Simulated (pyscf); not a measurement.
This saddle point was located with ωB97X-D3(BJ)/def2-SVP in PySCF.

```xyz
8

O      0.1203     1.1716    -1.7252
Ga     0.0747     0.4977    -0.0937
O      1.4779     0.2495     0.9543
F     -1.5192     0.9518     0.7829
H      1.0076     1.2425    -2.0943
H      1.2838    -0.1071     1.8277
Cl    -1.3629    -1.5059    -0.1059
H     -1.8570    -0.2978     0.4922
```

Surface: singlet, charge 0. Lowest wavenumbers (cm⁻¹): 409i, 86, 162, 171, 187.

Which two sides does it connect, and which bonds change?

HO–Ga(OH)–F (SMILES [OH][Ga]([OH])[F]) + HCl (SMILES Cl) <-> HO–Ga(OH)–Cl (SMILES [OH][Ga]([OH])[Cl]) + HF (SMILES F), a four-centre exchange read from left to right: F–Ga, Cl–H broken and Cl–Ga, F–H formed. At ωB97M-D3(BJ)/def2-TZVP it lies -3.5 kcal/mol from the left side and +3.8 kcal/mol from the right (each side as separated species at their lowest minima found). On the reactant side the descent ends in an adduct with a Cl–Ga contact, 9.0 kcal/mol under the separated species and 3.0 kcal/mol under the saddle at ωB97X-D3(BJ)/def2-TZVP. On the product side the descent ends in an adduct with a F–Ga contact, 9.2 kcal/mol under the separated species and 12.4 kcal/mol under the saddle at ωB97X-D3(BJ)/def2-TZVP. At ωB97M-D3(BJ) the saddle lies under the separated reactants, which points to a path from their complex (located at ωB97X-D3(BJ) alone). What is counted as formed (Cl–Ga) is already present as a longer contact in the reactant adduct; forming that adduct is a step of its own. What is counted as broken (F–Ga) persists as a longer contact in the product adduct; parting that adduct is a step of its own. At ωB97X-D3(BJ) the barrier from the zero used here is -6.0 kcal/mol. One saddle was located; it need not be the lowest between these sides. Elements up to Kr have no core potential and no relativistic terms here.
